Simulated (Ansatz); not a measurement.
# Worked example: CH4S → CH3 + HS

Species: CH4S (methanethiol) `CS`, singlet; CH3 (methyl radical) `[CH3]`, doublet; HS, doublet. 

Shapes, held fixed at every level: PBE0-D4/def2-TZVP. Programs: Ansatz 0.2.0. The zero-point and thermal change to 298 K, harmonic and unscaled (PBE0-D4/def2-TZVP), is -19.5 kJ/mol.

At CCSD(T)/CBS estimate; 1 Eh = 2625.50 kJ/mol:

| species | energy (Eh) |
| --- | --- |
| CH4S | -438.228352 |
| CH3 | -39.782177 |
| HS | -398.319076 |

Work out ΔH(298 K) of the reaction at this level.


1. Products less reactants: (-39.782177) + (-398.319076) − [(-438.228352)] = 0.127099 Eh = +333.7 kJ/mol.
2. With the thermal change: +333.7 + (-19.5) = +314.2 kJ/mol.

Other levels give +177.1 (HF/def2-TZVPP) to +321.8 kJ/mol (PBE-D4/def2-TZVPP). No measured value is set beside it here. Open shells run unrestricted unless RO is named. The CBS estimate extrapolates MP2 from def2-TZVPP and def2-QZVPP and adds CCSD(T) − MP2 in the triple-zeta set, cores frozen.
